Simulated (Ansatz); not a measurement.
**BNH₃− (SMILES B[NH-]): functionals against CCSD(T) at one geometry**

An exercise on one series of results from a longer session: the logs are not shown, and one member is left open.

Program: Ansatz 0.2.0, Gaussian basis. Level of theory: single points in def2-TZVPPD. These are calculated values, not measurements.

Cores are frozen in the correlated methods.

## Where the work starts

SMILES `B[NH-]`, 5 atoms, charge -1, spin multiplicity 1.

Atoms are counted from 1 here; the program's logs count them from 0.

Bond lengths: B1–N2 1.446 Å, B1–H3 1.185 Å, B1–H4 1.279 Å, N2–H5 0.907 Å. Angles: N2–B1–H3 128.1°, N2–B1–H4 119.2°, H3–B1–H4 110.8°, B1–N2–H5 105.0°.

As a file:

```tsv
atom	x (Å)	y (Å)	z (Å)
B1	-0.3419	-0.2397	-0.0546
N2	0.7036	0.7096	-0.3651
H3	-0.4432	-0.9291	0.9038
H4	-1.1102	-0.6502	-0.9915
H5	0.9611	1.0470	0.4369
```

The first run:

run/in.yaml reads:

```yaml
crystal:
  periodic: [false, false, false]
  atoms:
    - {symbol: B, position_ang: [-0.341900, -0.239700, -0.054600]}
    - {symbol: N, position_ang: [0.703600, 0.709600, -0.365100]}
    - {symbol: H, position_ang: [-0.443200, -0.929100, 0.903800]}
    - {symbol: H, position_ang: [-1.110200, -0.650200, -0.991500]}
    - {symbol: H, position_ang: [0.961100, 1.047000, 0.436900]}
basis:
  gaussian: {orbitals: "def2-TZVPPD.json"}
total_charge: -1
correlation: {method: ccsd_t}
output: {forces: true}
```

The basis file named in the input lies beside it (Basis Set Exchange, JSON).

The command line of these runs was not kept.

Steps of the session up to this table: CCSD(T)/def2-TZVPPD; PBE0-D4/def2-TZVPPD; wB97M-V/def2-TZVPPD; r2SCAN-D4/def2-TZVPPD; PBE-D4/def2-TZVPPD; LC-wPBE/def2-TZVPPD; wB97X-V/def2-TZVPPD.

One of the session's tables, all rows but one given; the rest of the session is left out.

```
   method  RMS force component (eV/Å)  angle to CCSD(T) forces (°)
  CCSD(T)                       2.843                    reference
  PBE0-D4                       2.913                          4.5
  wB97M-V                       2.889                          4.6
r2SCAN-D4                       2.884                          3.3
   PBE-D4                           ?                            ?
  LC-wPBE                       2.954                          6.2
  wB97X-V                       2.926                          4.2
```

Estimate the missing values for PBE-D4.

The run gave: RMS force component (eV/Å): 2.942; angle to CCSD(T) forces (°): 2.0. In the column «RMS force component (eV/Å)» it lies between wB97X-V (2.926) and LC-wPBE (2.954).
